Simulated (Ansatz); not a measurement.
# Al2H3Cl (SMILES [AlH2][AlH][Cl]): functionals against CCSD(T) at one geometry

One table from this session's results is given with a row withheld; the runs are named, their logs left out.

Method: single points in def2-TZVPP; program: Ansatz 0.2.0, Gaussian basis.

Cores are frozen in the correlated methods.

## Where the work starts

6 atoms, charge 0, spin multiplicity 1.

Atoms are counted from 1 here; the program's logs count them from 0.

Bond lengths: Al1–Al2 2.550 Å, Al1–H4 1.597 Å, Al1–H5 1.613 Å, Al2–Cl3 2.062 Å, Al2–H6 1.692 Å. Angles: Al2–Al1–H4 97.0°, Al2–Al1–H5 140.4°, H4–Al1–H5 121.4°, Al1–Al2–Cl3 157.1°, Al1–Al2–H6 86.1°, Cl3–Al2–H6 116.2°.

Coordinates:

```xyz
6
Al2ClH3
Al   -0.9774    0.3529   -0.8243
Al    0.8109    0.0198    0.9627
Cl    1.8928    0.4355    2.6677
H    -0.7183   -1.0106   -1.6143
H    -1.9336    1.5034   -1.4269
H     1.0086   -1.5296    0.3134
```

Set-up of the first run:

File run/in.yaml:

```yaml
crystal:
  periodic: [false, false, false]
  atoms:
    - {symbol: Al, position_ang: [-0.977400, 0.352900, -0.824300]}
    - {symbol: Al, position_ang: [0.810900, 0.019800, 0.962700]}
    - {symbol: Cl, position_ang: [1.892800, 0.435500, 2.667700]}
    - {symbol: H, position_ang: [-0.718300, -1.010600, -1.614300]}
    - {symbol: H, position_ang: [-1.933600, 1.503400, -1.426900]}
    - {symbol: H, position_ang: [1.008600, -1.529600, 0.313400]}
basis:
  gaussian: {orbitals: def2-TZVPP}
correlation: {method: ccsd_t}
output: {forces: true}
```

The command line of these runs was not kept.

Steps of the session up to this table: CCSD(T)/def2-TZVPP; PBE0-D4/def2-TZVPP; wB97M-V/def2-TZVPP; r2SCAN-D4/def2-TZVPP; PBE-D4/def2-TZVPP; BLYP-D4/def2-TZVPP; wB97X-V/def2-TZVPP.

One table of the session follows, with a row left open; its other results are not shown here.

```
   method  RMS force component (eV/Å)  angle to CCSD(T) forces (°)  dipole (D)
  CCSD(T)                       0.602                    reference        1.46
  PBE0-D4                       0.555                          3.6        1.40
  wB97M-V                       0.608                          4.7        1.51
r2SCAN-D4                           ?                            ?           ?
   PBE-D4                       0.550                         10.3        1.29
  BLYP-D4                       0.608                          9.3        1.35
  wB97X-V                       0.587                          3.5        1.48
```

Q: Estimate the row for r2SCAN-D4 from the others.

As computed: RMS force component (eV/Å): 0.564; angle to CCSD(T) forces (°): 2.8; dipole (D): 1.35. In the column «RMS force component (eV/Å)» it lies between PBE0-D4 (0.555) and wB97X-V (0.587).
